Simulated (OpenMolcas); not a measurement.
**How basis sets differ on Si2H5Cl (SMILES [SiH3][SiH2]Cl)**

Si2H5Cl has 8 atoms, charge 0, and is taken as a singlet. As SMILES, `[SiH3][SiH2]Cl`. Geometry: relaxed at PBE0-D4/def2-TZVP.

Each level gives the HOMO–LUMO gap (eV). The values are calculated.

```tsv
level	kind	program	value (eV)	CPU time
HF/ANO-RCC-MB (DKH2)	Hartree–Fock	OpenMolcas	15.28	4.3 s
HF/STO-3G	Hartree–Fock	OpenMolcas	18.01	5.5 s
HF/3-21G	Hartree–Fock	OpenMolcas	13.73	5.5 s
HF/ANO-RCC-VDZP (DKH2, RICD fitting)	Hartree–Fock	OpenMolcas	13.43	2.9 s
HF/cc-pVDZ	Hartree–Fock	OpenMolcas	13.98	15 s
```

The values span 13.43 to 18.01 eV. A Hartree–Fock LUMO above zero doesn't converge with the basis: it sinks as sets grow more diffuse. Orbital gaps aren't excitation energies. CPU times are rough (shared hosts, several kinds of processor and program).
